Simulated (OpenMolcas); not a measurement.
# One shape, several levels: BF (SMILES [B]F)

We compute a comparison of 6 runs (B2PLYP/STO-3G, B3LYP/STO-3G, PBE0/STO-3G, SVWN5/STO-3G, r2SCAN/STO-3G, ACPF/STO-3G) of BF. 

The results are computed with OpenMolcas 26.06.

1 further run of the same task is left out (for a known fault of the program).

## Step 1: The system as given

BF: 2 atoms, total charge 0, spin state singlet. As SMILES, `[B]F`. The coordinates come from a PBE0-D4/def2-TZVP relaxation.

Bond lengths: B1–F2 1.263 Å.

## Step 2: A single-point energy at B2PLYP/STO-3G (run 1)

Contents of run.inp:

```
&GATEWAY
 BASLIB = $CurrDir
 COORD
 2
 bohr
 B      0.00000000     0.00000000    -0.01766894
 F      0.00000000     0.00000000     2.36922523
 BASIS = STO-3G
 GROUP = NoSym

&SEWARD
 GRIDINPUT
 Grid=UltraFine
 End of Grid

&SCF
 KSDFT = B2PLYP_SCF
 THRESHOLDS = 1e-10 1e-07 1e-07 1e-05
 PRORBITALS = 1 1

&MBPT2
 FROZEN = 2
```

The basis set STO-3G is read from a file made from the Basis Set Exchange's data (not shown).

Command:

```sh
$ export MOLCAS_MEM=1860
$ pymolcas run.inp > run.log
```

Log:

```text
--- Start Module: gateway ---
[...]
--- Stop Module: gateway /rc=_RC_ALL_IS_WELL_ ---
[...]
      Basis functions           10
[...]
--- Start Module: scf ---
[...]
       Convergence after   8 Iterations
[...]
::    Total KS-DFT energy                            -122.7033743483
[...]
      Total spin, S                                     0.0000000000
[...]
      Total electronic charge=   14.000000
      Total            charge=   -0.000000
[...]
      Dipole Moment (debye):
      Origin of the operator (angstrom)=    0.0000    0.0000    0.7903
                   X=  5.9906E-16               Y=  7.1730E-16               Z=  1.3514E+00           Total=  1.3514E+00
      Quadrupole Moment (debye*angstrom):
[...]
--- Stop Module: scf /rc=_RC_ALL_IS_WELL_ ---
[...]
--- Start Module: mbpt2 ---
[...]
 ###    WARNING: MP2 implementation intended for RHF references only         ###
 ###############################################################################
MBPT2 WARNING: Reference function according to RunFile:KS-DFT
I'll assume you know what you're doing and continue
WARNING!
Default frozen orbitals as non valence orbitals is overwritten by user input.
Default values:   2
[...]
       Reference weight ( Cref**2 )         =        0.93553
::    Total MBPT2 energy                             -122.7977953795
[...]
      Total MBPT2 calculations                           0.03      0.03
--- Stop Module: mbpt2 /rc=_RC_ALL_IS_WELL_ ---
[...]
```

Wall time 1.9 s (1 thread of Arm Neoverse V2, shared host); peak memory 0.37 GiB.

## Step 3: The energy at B3LYP/STO-3G (run 2)

Contents of run.inp:

```
* BF Kohn-Sham DFT
>>> EXPORT MOLCAS_PRINT=2
&gateway
baslib
$CurrDir
coord
2
bohr
B      0.00000000     0.00000000    -0.01766894
F      0.00000000     0.00000000     2.36922523
basis
STO-3G
group
NoSym
&seward
gridinput
Grid=UltraFine
End of Grid
&scf
ksdft
B3LYP
thresholds
1e-10 1e-07 1e-07 1e-05
prorbitals
1 1
```

The basis set STO-3G is read from a file made from the Basis Set Exchange's data (not shown).

Command:

```sh
$ export MOLCAS_MEM=1860
$ pymolcas run.inp > run.log
```

Log:

```text
--- Start Module: gateway ---
[...]
--- Stop Module: gateway /rc=_RC_ALL_IS_WELL_ ---
--- Start Module: seward ---
[...]
      Basis functions           10
--- Stop Module: seward /rc=_RC_ALL_IS_WELL_ ---
--- Start Module: scf ---
[...]
       Convergence after   9 Iterations
[...]
::    Total KS-DFT energy                            -122.8665051531
[...]
      Total spin, S                                     0.0000000000
[...]
      Total electronic charge=   14.000000
      Total            charge=   -0.000000
[...]
      Dipole Moment (debye):
      Origin of the operator (angstrom)=    0.0000    0.0000    0.7903
                   X=  7.6605E-16               Y=  8.9589E-16               Z=  1.5424E+00           Total=  1.5424E+00
      Quadrupole Moment (debye*angstrom):
[...]
--- Stop Module: scf /rc=_RC_ALL_IS_WELL_ ---
[...]
```

Run time: 2.1 s. Hardware: 1 thread of Arm Neoverse V2, shared host; peak memory 0.37 GiB.

Runs 3 to 5 aren't shown in full; the table further down has their settings and results.

## Step 4: A single-point energy at ACPF/STO-3G (run 6)

Contents of run.inp:

```
&gateway
  baslib=$CurrDir
  coord
  2
  bohr
  B      0.00000000     0.00000000    -0.01766894
  F      0.00000000     0.00000000     2.36922523
  basis=STO-3G
  group=NoSym

&seward

&scf
  thresholds=1e-10 1e-07 1e-07 1e-05
  prorbitals=1 1

&motra
  frozen=2

&guga
  electrons=10
  spin=1
  inactive=5
  active=0
  ciall=1

&cpf
  acpf
```

The basis set STO-3G is read from a file made from the Basis Set Exchange's data (not shown).

Command:

```sh
$ export MOLCAS_MEM=1860
$ pymolcas run.inp > run.log
```

Log:

```text
--- Start Module: gateway ---
[...]
--- Stop Module: gateway /rc=_RC_ALL_IS_WELL_ ---
[...]
      Basis functions           10
[...]
       Convergence after   9 Iterations
[...]
::    Total SCF energy                               -122.3561345724
[...]
      Total spin, S                                     0.0000000000
[...]
      *** WARNING: Default frozen orbitals is overwritten by user input.
      *** Default values:   2
[...]
--- Start Module: guga ---
[...]
--- Stop Module: guga /rc=_RC_ALL_IS_WELL_ ---
--- Start Module: cpf ---
[...]
      Active orbitals                            0       0
[...]
      Spin quantum number                      0.0
[...]
     FINAL ACPF ENERGY        -122.43768848
     FINAL CORRELATION ENERGY   -0.08155390  REFERENCE ENERGY    -122.35613457
[...]
      Title:  ACPF natural orbitals
[...]
      Total electronic charge=   14.000000
      Total            charge=   -0.000000
[...]
      Dipole Moment (debye):
      Origin of the operator (angstrom)=    0.0000    0.0000    0.7903
                   X=  1.1622E-15               Y=  9.5457E-16               Z=  1.4812E+00           Total=  1.4812E+00
      Quadrupole Moment (debye*angstrom):
[...]
--- Stop Module: cpf /rc=_RC_ALL_IS_WELL_ ---
[...]
```

Wall time 1.4 s (1 thread of Arm Neoverse V2, shared host); peak memory 0.37 GiB.

## Step 5: The series

| run | level | frozen core orbitals | integration grid | energy (Eh) | dipole moment (D) of the reference | HOMO energy (eV) | LUMO energy (eV) | wall time |
| --- | --- | --- | --- | --- | --- | --- | --- | --- |
| 1 | B2PLYP/STO-3G | 2 | UltraFine | -122.728868 | 1.35 | -5.23 | 5.72 | 1.9 s |
| 2 | B3LYP/STO-3G | – | UltraFine | -122.866505 | 1.54 | -3.52 | 3.55 | 2.1 s |
| 3 | PBE0/STO-3G | – | UltraFine | -122.752757 | 1.51 | -3.80 | 3.85 | 2 s |
| 4 | SVWN5/STO-3G | – | UltraFine | -121.928707 | 1.70 | -2.00 | 2.44 | 2 s |
| 5 | r2SCAN/STO-3G | – | UltraFine | -122.827946 | 1.58 | -2.61 | 2.90 | 2.5 s |
| 6 | ACPF/STO-3G | 2 | – | -122.437688 | 1.10 | -7.61 | 8.93 | 1.4 s |

## Step 6: Results

```
                                          quantity          value
                               run 6: total energy  -122.43769 Eh
         run 6: dipole moment (mean-field density)         1.10 D
        run 6: HOMO energy (Hartree–Fock orbitals)       -7.61 eV
        run 6: LUMO energy (Hartree–Fock orbitals)        8.93 eV
      run 6: HOMO–LUMO gap (Hartree–Fock orbitals)       16.54 eV
run 6: correlation energy (2 core orbitals frozen)      -81.6 mEh
```

**Reading.** Over runs 1, 2, 3, 4, 5 the dipole moment (its size) runs from 1.35 D (B2PLYP/STO-3G) to 1.70 D (SVWN5/STO-3G). A double hybrid's value is that of its SCF part. Over runs 1, 2, 3, 4, 5 the HOMO–LUMO gap runs from 4.44 eV (SVWN5/STO-3G) to 10.95 eV (B2PLYP/STO-3G). For B2PLYP the log adds the whole second-order term; the table takes 0.27 of it, as the functional is defined. Totals of different functionals can't be ranked against each other. In runs 1, 2, 3, 4, 5, 6 the basis is minimal, so the values are rough. All runs together took 12 s, the longest 2.5 s.
